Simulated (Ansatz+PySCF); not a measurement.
doublet CH₅N(+): levels of theory in one basis

```xyz
7

C     0.0517    0.7044    0.0000
N     0.0517   -0.7596    0.0000
H    -0.9417    1.1762    0.0000
H    -0.4582   -1.0994    0.8124
H    -0.4582   -1.0994   -0.8124
H     0.5928    1.0567    0.8807
H     0.5928    1.0567   -0.8807
```

Basis set: cc-pVTZ (spherical functions). Left uncorrelated: 2 orbitals. Correlation on ROHF uses semicanonical orbitals with singles. Charge 1, multiplicity 2.

Computed with Ansatz (development build ahead of 0.2.0); each method stands on the lowest determinant of its kind that the runs found.

| method | E − E(ROHF) (eV) | <S²> of the determinant |
| --- | --- | --- |
| ROHF | 0.00 | 0.75 |
| UHF | -0.13 | 0.76 |
| ROHF-MP2 | -9.69 | – |
| UHF-MP2 | -9.69 | 0.76 |
| ROHF-CCSD | -10.57 | – |
| UHF-CCSD | -10.57 | 0.76 |

Problem. What does ROHF-CCSD(T) give on the same scale?

Solution. -10.92 eV.

Problem. Is a single determinant a sound starting point here?

Solution. By this sign, yes. Unrestricted orbitals gain 0.13 eV and <S²> is 0.76 against 0.75 for a pure state.
